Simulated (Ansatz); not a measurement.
`C/C(F)=C(/O)F` at its PBE0-D4/def2-TZVP geometry, where that method's forces vanish. The species carries charge 0 and has multiplicity 1.

```xyz
10

C    -0.1882    1.4162   -0.3964
C    -0.4168   -0.0331   -0.2330
F    -1.5903   -0.4783   -0.7172
C     0.4056   -0.9229    0.3063
O     0.2218   -2.2439    0.3214
F     1.5721   -0.5296    0.8389
H    -0.9635    1.9874    0.1222
H    -0.2229    1.6918   -1.4545
H     0.7829    1.6987    0.0068
H     0.3993   -2.5865    1.2054
```

**Question.** What forces (eV/Å) does PBE-D4/def2-TZVPP give on these atoms in Ansatz? (An estimate is asked.)

**Answer.** Computed: 
```
C1   0.012 -0.026 -0.008
C2   0.052  0.539 -0.064
F3  -0.691 -0.244 -0.278
C4  -0.051 -0.166  0.058
O5  -0.208 -0.511 -0.434
F6   0.762  0.281  0.350
H7  -0.152  0.140  0.103
H8  -0.002  0.088 -0.219
H9   0.194  0.081  0.076
H10  0.082 -0.182  0.415
```
